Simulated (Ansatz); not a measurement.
# SnH2: the relaxed shape and its frontier levels

What does SnH2 look like as a singlet, and where do its frontier electrons sit?

Program: Ansatz 0.2.0, Gaussian basis. Level of theory: RKS PBE0-D4/def2-TZVP. These are calculated values, not measurements.

Levels to be run: relaxation at r2SCAN-D4/def2-TZVP; a single point at PBE0-D4/def2-TZVP.

### 1 The starting structure

3 atoms, charge 0, spin multiplicity 1.

Atoms are counted from 1 here; the program's logs count them from 0.

Bond lengths: Sn1–H2 1.800 Å, Sn1–H3 1.800 Å. Angles: H2–Sn1–H3 87.0°.

Sn takes a core potential in the def2 sets. No spin-orbit coupling is included.

The start is a GFN2-xTB geometry.

### 2 Optimising with r2SCAN-D4/def2-TZVP

in.yaml

```yaml
crystal:
  periodic: [false, false, false]
  atoms:
    - {symbol: Sn, position_ang: [0.005160, -0.008860, -0.870070]}
    - {symbol: H, position_ang: [1.236480, -0.017770, 0.442810]}
    - {symbol: H, position_ang: [-1.241640, 0.026630, 0.427260]}
basis:
  gaussian: {orbitals: def2-TZVP}
hamiltonian: {xc: r2scan, dispersion: d4}
scf: {omitted_lower_state_checks: [starts]}
output: {orbitals: {seedname: orbitals}}
relax: {f_tol: 0.02, max_steps: 100}
```

Run with:

```sh
$ ansatz run in.yaml --threads 4 --pin off --events-out ev --progress --plain --max-ram 3916MiB
```

Further steps of the session: Single point, PBE0-D4/def2-TZVP.

Q: Predict the results of all the runs planned. Wanted: point group; commonest bond; HOMO, LUMO at PBE0-D4/def2-TZVP; dipole at r2SCAN-D4/def2-TZVP.

**Answer**, as computed:

| quantity | value |
| --- | --- |
| point group | C2v |
| commonest bond | H–Sn, 2 of mean length 1.772 Å |
| HOMO, LUMO at PBE0-D4/def2-TZVP | -6.64, -2.98 eV |
| dipole at r2SCAN-D4/def2-TZVP | 0.74 D |

The molecule keeps its bonding pattern by the stored test; the atoms moved 0.03 Å (rms). No usable vibrations, so a minimum isn't proven. The HOMO lies nearest to Sn1 62 %; H2, H3 about 19 % each and the LUMO to Sn1 73 %; H2, H3 about 14 % each.
